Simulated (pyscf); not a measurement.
Single points on ωB97X-D3(BJ)/def2-SVP structures (PySCF, gas phase).

**Question.** For the elementary gas-phase step `[CH3][Ga]([CH3])[NH2]` + `[CH3]` [doublet] → `[CH3][Ga]([CH3])[NH]` [doublet] + `[CH4]` (doublet surface; H–N broken, C–H formed), what barrier and reaction energy does ωB97M-D3(BJ)/def2-TZVP give, measured from the separated reactants?

**Answer.** ΔE‡ = 0.79 eV, ΔE = +0.28 eV. Zero-point energy shifts the barrier by -0.03 eV. It is a hydrogen abstraction, with an imaginary mode of 1715i cm⁻¹. This is the saddle that the search found; another between the same sides may lie lower. The angle at the transferred H is 168°. Elements up to Kr have no core potential and no relativistic terms here.
